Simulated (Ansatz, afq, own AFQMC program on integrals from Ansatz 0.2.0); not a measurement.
MoNH3, septet in def2-SVP, levels against CCSDT(Q)

```json
{"atom": "Mo", "x (Å)": "-0.4030", "y (Å)": "0.0012", "z (Å)": "-0.0003"}
{"atom": "N", "x (Å)": "2.2039", "y (Å)": "-0.0068", "z (Å)": "0.0015"}
{"atom": "H", "x (Å)": "2.5743", "y (Å)": "-0.9511", "z (Å)": "0.0067"}
{"atom": "H", "x (Å)": "2.5781", "y (Å)": "0.4679", "z (Å)": "0.8161"}
{"atom": "H", "x (Å)": "2.5792", "y (Å)": "0.4594", "z (Å)": "-0.8175"}
```

Connectivity, by distances: Mo–NH3.

Basis def2-SVP with its core potentials. Only valence electrons are correlated. Ansatz 0.2.0 and our own AFQMC program on the same integrals; the CISD trial comes from CCSD amplitudes, and released means the phaseless constraint is let go. Uncertainties: one standard error, sampling alone. No spin–orbit coupling. The metal's outer-core s and p shells are frozen, which shifts wave-function levels against functionals.

Determinant: UHF, the one that the program's search chose, which needn't be the lowest solution. The geometry is a point of a scan.

No full CI on the walks' own integrals is used here; CCSDT(Q) serves as the reference and is uncertain by about the last step of the cluster series.

Cautions: no spin-orbit coupling; outer-core shells of the metal frozen; lower spins were not checked; higher spins were not checked; the released energies are still falling, so no released level is given (meV from the phaseless value at times in 1/Eh: -7 ± 3 at 0.24, -7.1 ± 2.5 at 0.60, -1 ± 3 at 1.20, -10 ± 4 at 1.80, -13 ± 5 at 2.60), though the last usable value meets CCSDT(Q) within the noise.

- T1 diagnostic: 0.0110
- weight of the determinant in the CISD state: 0.905
- ⟨S²⟩ of the determinant: 12.003
- size of the correlated space: 14 electrons in 55 orbitals

```json
{"level": "MP2", "correlation energy (eV)": "-6.7166"}
{"level": "CCSD", "correlation energy (eV)": "-7.3248"}
{"level": "CCSD(T)", "correlation energy (eV)": "-7.4779"}
```

(1) Estimate where phaseless AFQMC with the Hartree–Fock trial lies against CCSD(T) on the same integrals.

(1) 11.5 ± 27.7 meV below CCSD(T). The gap is under twice the noise, so this walk alone can't tell the two apart.

Reference: CCSDT(Q), correlation energy -7.501 eV.

```tsv
level	E − E(reference) (meV)	share of correlation (%)
CCSD(T)	23.5	99.69
CCSDT	9.9	99.87
ph-AFQMC/HF	11.9 ± 27.7	99.84
ph-AFQMC/CISD	7.4 ± 3.6	99.90
```

A walk keeps the symmetry of its determinant, which the program's search chose and which needn't be the lowest solution, so a lower state of the same spin and another symmetry isn't excluded.
